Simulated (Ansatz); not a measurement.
**Ethanol (C2H6O): vertical ionisation energy**

One table from this session's results is given with a row withheld; the runs are named, their logs left out.

Program: Ansatz 0.2.0, Gaussian basis. Level of theory: unrestricted cation, the program's frozen cores in correlated methods. These are calculated values, not measurements.

Plan: UKS PBE-D4/def2-TZVPP; UKS r2SCAN-D4/def2-TZVPP; UKS PBE0-D4/def2-TZVPP; UKS B3LYP-D4/def2-TZVPP; UKS wB97X-V/def2-TZVPP; UKS wB97M-V/def2-TZVPP; UKS B2PLYP/def2-TZVPP; UHF-CCSD(T)/def2-TZVPP; UHF-CCSD(T)/def2-QZVPP; extrapolation to the limit; then −ε(HOMO) from the neutral's earlier runs with LDA (SPW92), PBE-D4, revPBE-D4, BLYP-D4, r2SCAN-D4, B97M-V, PBE0-D4, B3LYP-D4, r2SCANh-D4, r2SCAN0-D4, HSE06-D4, BHLYP-D4, CAM-B3LYP-D4, LC-ωPBE, ωB97X-V, ωB97M-V.

## The geometry

All runs share one geometry, relaxed beforehand with PBE0-D4 in a triple-zeta def2 set.

SMILES `CCO`, 9 atoms, charge 0, spin multiplicity 1.

Atoms are counted from 1 here; the program's logs count them from 0.

Bond lengths: C1–C2 1.513 Å, C1–H4 1.093 Å, C1–H5 1.092 Å, C1–H6 1.095 Å, C2–O3 1.413 Å, C2–H7 1.093 Å, C2–H8 1.099 Å, O3–H9 0.961 Å. Angles: C2–C1–H4 110.8°, C2–C1–H5 110.6°, C2–C1–H6 111.1°, H4–C1–H5 108.5°, H4–C1–H6 107.5°, H5–C1–H6 108.2°, C1–C2–O3 112.9°, C1–C2–H7 110.3°, C1–C2–H8 110.2°, O3–C2–H7 105.5°, O3–C2–H8 110.8°, H7–C2–H8 107.0°, C2–O3–H9 108.2°.

The first run:

Contents of in.yaml:

```yaml
crystal:
  periodic: [false, false, false]
  atoms:
    - {symbol: C, position_ang: [-0.536351, 0.571572, -0.468353]}
    - {symbol: C, position_ang: [0.307394, -0.599999, -0.015272]}
    - {symbol: O, position_ang: [1.205515, -0.261447, 1.021635]}
    - {symbol: H, position_ang: [-1.181995, 0.285447, -1.302881]}
    - {symbol: H, position_ang: [0.097564, 1.400899, -0.789036]}
    - {symbol: H, position_ang: [-1.181590, 0.928089, 0.340830]}
    - {symbol: H, position_ang: [0.932291, -0.956614, -0.837471]}
    - {symbol: H, position_ang: [-0.337826, -1.437573, 0.285580]}
    - {symbol: H, position_ang: [0.695008, 0.069637, 1.764957]}
basis:
  gaussian: {orbitals: def2-TZVPP}
total_charge: 1
magnetization: {spin_polarized: true, initial_magnetization: 1}
hamiltonian: {xc: pbe, dispersion: d4}
```

Started as:

```console
> ansatz run in.yaml --threads 2 --pin off --events-out ev --progress --plain --max-ram 32768MiB --backend cpu
```

Among the steps run: Cation, UKS PBE-D4/def2-TZVPP; Cation, UKS r2SCAN-D4/def2-TZVPP; Cation, UKS PBE0-D4/def2-TZVPP; Cation, UKS B3LYP-D4/def2-TZVPP; Cation, UKS wB97X-V/def2-TZVPP; Cation, UKS wB97M-V/def2-TZVPP; Cation, UKS B2PLYP (frozen core)/def2-TZVPP; Cation, UHF-CCSD(T)/def2-TZVPP; Cation, UHF-CCSD(T)/def2-QZVPP.

One of the session's tables, all rows but one given; the rest of the session is left out.

It belongs to the step «Ionisation energies side by side». Orbital estimates, from the neutral's runs:

```
  functional  −ε(HOMO) (eV)
 LDA (SPW92)           6.29
      PBE-D4              ?
   revPBE-D4           6.10
     BLYP-D4           6.09
   r2SCAN-D4           6.50
      B97M-V           6.67
     PBE0-D4           7.83
    B3LYP-D4           7.60
  r2SCANh-D4           7.14
  r2SCAN0-D4           8.08
    HSE06-D4           7.42
    BHLYP-D4           9.48
CAM-B3LYP-D4           9.35
     LC-ωPBE          10.68
     ωB97X-V          10.36
     ωB97M-V          10.29
```

Estimate the missing values for PBE-D4.

As computed: −ε(HOMO) (eV): 6.15. In the column «−ε(HOMO) (eV)» it lies between revPBE-D4 (6.10) and LDA (SPW92) (6.29).
